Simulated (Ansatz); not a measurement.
Process, species as SMILES: FF (F2) → F2+ (doublet, bonded as FF) + e-
B3LYP-D3(BJ)/def2-TZVP geometries, fixed; electronic energies without zero-point terms.
Largest species:
```
F
F 1 1.3965
```
Charge 0, spin multiplicity 1.

Basis-set convergence of the adiabatic ionisation energy at PBE0 with Ansatz (a first-principles code). All functions are spherical. The program fits the integrals of some runs and decomposes those of others, by size. Open shells are unrestricted. No added dispersion term, no relativity. Functions are those of the species that has most. Reference: the value in aug-cc-pV5Z, 15.437 eV, itself unsure by roughly 0.005 eV (its mean distance from pcseg-4, aug-pcseg-3, aug-cc-pVQZ).

| basis | functions | adiabatic ionisation energy (eV) |
|---|---|---|
| 6-31G | 18 | 16.008 |
| pcseg-0 | 18 | ? |
| def2-SVP | 28 | 15.518 |
| 6-311G** | 36 | ? |
| 6-311+G** | 44 | ? |
| aug-cc-pVDZ | 46 | 15.572 |
| aug-pcseg-1 | 46 | 15.677 |
| def2-SVPD | 46 | ? |
| pcseg-2 | 60 | 15.486 |
| 6-311++G(3df,3pd) | 78 | 15.492 |
| jun-cc-pV(T+d)Z | 78 | 15.469 |
| def2-TZVPPD | 80 | 15.454 |
| cc-pVQZ | 110 | 15.421 |
| def2-QZVPP | 114 | 15.430 |
| pcseg-3 | 120 | 15.437 |
| aug-cc-pVQZ | 160 | 15.444 |
| pcseg-4 | 202 | 15.437 |
| aug-cc-pV5Z | 254 | 15.437 |

Task: Fill in the missing entries.

Result: 
- pcseg-0, adiabatic ionisation energy (eV): 16.270
- 6-311G**, adiabatic ionisation energy (eV): 15.580
- 6-311+G**, adiabatic ionisation energy (eV): 15.680
- def2-SVPD, adiabatic ionisation energy (eV): 15.726
